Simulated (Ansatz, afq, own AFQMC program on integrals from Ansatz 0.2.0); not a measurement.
AFQMC on a folder of integrals that Ansatz 0.2.0 wrote.

```yaml
crystal:
  periodic: [false, false, false]
  atoms:
    - {symbol: Al, position_ang: [0.000000, 0.000000, 0.000000]}
    - {symbol: O, position_ang: [0.000000, 0.000000, 1.732900]}
basis:
  gaussian: {orbitals: 6-31G}
total_charge: 1
magnetization: {spin_polarized: true, initial_magnetization: 2}
correlation: {method: ccsd_t, electrons: outside_noble_gas, hamiltonian_folder: ham}
```

```sh
$ ansatz run in.yaml --threads 1 --pin off --events-out ev --progress --plain --max-ram 1843MiB
```

Options of the walk:

```
--method phaseless --trial hf --walkers 400 --populations 1 --least-time 40 --time-step 0.005 --steps-per-block 20 --equilibration-blocks 112 --max-blocks 600 --target-error 0.00102 --factor-cut 1e-05 --start spin_pure --seed 997 --taylor-order 6
```

Times are imaginary, in 1/Eh. The walk had a cap of 533 s.

```
orbitals 16  electrons 5 3  factors 84 of 213
reference energy -316.39906568 Eh
CCSD correlation -0.11427339 Eh in 13 cycles, weight of the determinant in the CISD state 0.9282
energy of the start -316.399867 Eh
 block  time / (1/Eh)  mean weight  energy / Eh
     1     0.100  1.0004  -316.428817
     2     0.200  1.0005  -316.450641
     3     0.300  1.0013  -316.459885
     4     0.400  1.0003  -316.467150
     5     0.500  1.0004  -316.474198
     8     0.800  1.0007  -316.510224
    18     1.800  1.0009  -316.512387
    52     5.200  1.0004  -316.502207
    69     6.900  0.9993  -316.532227
   120    12.000  0.9992  -316.526523
   171    17.100  1.0005  -316.522023
   222    22.200  0.9994  -316.508181
   273    27.300  1.0011  -316.543596
   324    32.400  0.9952  -316.520963
   375    37.500  1.0008  -316.534964
   426    42.600  0.9992  -316.502497
   477    47.700  1.0003  -316.519180
   528    52.800  1.0011  -316.515367
   579    57.900  1.0009  -316.523407
   630    63.000  1.0000  -316.510157
   681    68.100  0.9988  -316.523450
   698    69.800  1.0003  -316.503657
blocks merged  error / Eh  count
     1  0.000458  600
     2  0.000607  300
     4  0.000773  150
     8  0.000946  75
    16  0.001100  37
    32  0.001146  18
    64  0.001179  9
energy -316.516466 +/- 0.001146 Eh
(rows thinned)
```

Q: Estimate how long the walk took on 1 thread of AMD EPYC 9R45 96-Core Processor (Zen 5) (shared host).

A: 2.1 min of wall time.

The run passed its tests (sampling time, drift between the halves within three errors, error under three times the target), which doesn't prove that it has relaxed.

Against this walk (error 31.2 meV) on the same determinant: CCSD(T) 2.8 meV lower (within the noise), CCSDT(Q) 36.6 meV lower (within the noise), CCSDTQ 33.0 meV lower (within the noise), full CI 32.4 meV lower (within the noise), a separate phaseless walk with a CISD trial and standard settings 12.1 ± 32.0 meV lower (within the noise). The error is statistical and leaves out the bias of the constraint.

Cautions: constraint bias not in the error; error above the target (31.2 against 27.8 meV); lower spins were not checked.

CCSDT and higher add their correlation energy to the determinant of the CCSD(T) run, since their own runs factorise the integrals more tightly (a shift of under 2 meV). A walk keeps the symmetry of its determinant, which the program's search chose and which needn't be the lowest solution, so a lower state of the same spin and another symmetry isn't excluded.
